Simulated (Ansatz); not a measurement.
# hcp Dy

Computed with PBEsol (Ansatz, an electronic-structure program, PAW).

Settings: plane-wave cutoff 500 eV, 24×24×14 k mesh (along the axes of the cell as run), Fermi–Dirac smearing 0.1 eV, spin-polarised with parallel moments, scalar-relativistic PAW data made under PBE.

Cell (relaxed at this level):

Dy is modelled in the hexagonal space group P6₃/mmc (No. 194), the hcp (Mg type) structure, Pearson symbol hP2. Cell: a = 3.523 Å, b = 3.523 Å, c = 5.659 Å, α = 90.00°, β = 90.00°, γ = 120.00°. Dy on 2c is surrounded by 12 Dy at 3.485–3.523 Å (anticuboctahedral). (Neighbours: up to the widest gap in distance over summed covalent radii, below 1.35, at either atom.)

For hcp Dy, the magnetic moment per atom (the cell's total over its atoms) is 4.78 μB.

Note: the 4f shell is treated without U or exact exchange, so its levels and filling can be wrong; the collinear magnetic order is the start's and need not be the measured one.

Moments are spin moments.

Spin–orbit coupling is not included.

Static lattice: no zero-point or thermal effects.
